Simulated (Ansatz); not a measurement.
`C/N=C(\F)OC` + H₂ → `C/N=C/OC` + H–F at 700 K and 1 bar (hydrogenolysis of a C–F bond).

Gas-phase electronic energies from Ansatz, PBE0-D4/def2-TZVP geometries. CCSD(T)/CBS adds triple-zeta CCSD(T) − MP2 to the extrapolated MP2 energy (def2 sets, frozen cores). This one scheme is used for every species. Double bonds are as drawn, so ΔE can hold a change between cis and trans. One conformer a species, not always the lowest.

```
      species  CCSD(T)/CBS energy (Eh)  H − E (kJ/mol)  S (J/(mol·K))
`C/N=C(\F)OC`               -347.40577           327.0          458.0
           H₂                 -1.17544            46.8          155.3
   `C/N=C/OC`               -248.21310           340.3          424.5
          H–F               -100.39570            45.2          198.5
```

H − E and S are ideal-gas, rigid-rotor, harmonic terms from PBE0-D4/def2-TZVP, for one conformer and one mirror image of each species. For small species the MP2-based limit differs from directly extrapolated CCSD(T) by up to some mEh (0.8 for H₂); such offsets cancel only in part. 1 Eh = 2625.50 kJ/mol, R = 8.31446 J/(mol·K).

**Question.** By hand: ΔE, ΔH, ΔS and ΔG.

**Answer.** ΔE = (-248.21310) + (-100.39570) − (-347.40577) − (-1.17544) = -0.02759 Eh = -72.4 kJ/mol. Δ(H − E) = 340.3 + 45.2 − 327.0 − 46.8 = 11.7, so ΔH = -60.7 kJ/mol. ΔS = 424.5 + 198.5 − 458.0 − 155.3 = 9.7 J/(mol·K). ΔG = -60.7 − 700 × (9.7)/1000 = -67.5 kJ/mol.

**Question.** By hand: the equilibrium constant, and the temperature at which ΔG would vanish if ΔH and ΔS stayed fixed.

**Answer.** log₁₀ K = −ΔG/(RT ln 10) = 5.0. ΔH and −TΔS have one sign here, so there is no such temperature.

The number of gas molecules stays the same, so ΔS is small and ΔH decides. A doubt of 5 kJ/mol in ΔE shifts log₁₀ K by 0.4 here. Other conformers and mirror images would add mixing entropy, several J/(mol·K) or more a flexible species. These are equilibria of isolated gas molecules and say nothing of rates. Largest T1 diagnostic: 0.013 (customary marks: 0.02 for closed shells, 0.045 for open ones).

ΔS is within the doubt of such terms, so its sign, and with it that verdict, could turn.
